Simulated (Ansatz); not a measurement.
Computed with DFT, PBEsol, plane waves (420 eV) with PAW, scalar-relativistic (Ansatz). The PAW files were generated under PBE, with cores re-solved for the functional.

An element in the hcp structure gives this curve. The cell is scaled uniformly from the relaxed one, with fractional coordinates and shape fixed. Energies are extrapolated to zero smearing, pressures are those at the given smearing. Magnetic state: non-magnetic.

```
V (Å³/atom)  E − E₀ (meV/atom)  P (GPa)
     11.723              265.1    60.14
     12.256              108.1    35.34
     12.788               24.8    15.64
     13.321               -0.1    -0.01
     13.854               21.6   -12.41
     14.387               80.0   -22.20
     14.920              167.4   -29.90
```

Problem. Which element is it?
A. zinc
B. ruthenium
C. osmium
D. rhenium

Solution. B. Its fit is V₀ = 13.32 Å³/atom, B₀ = 347 GPa, B₀′ = 4.8.
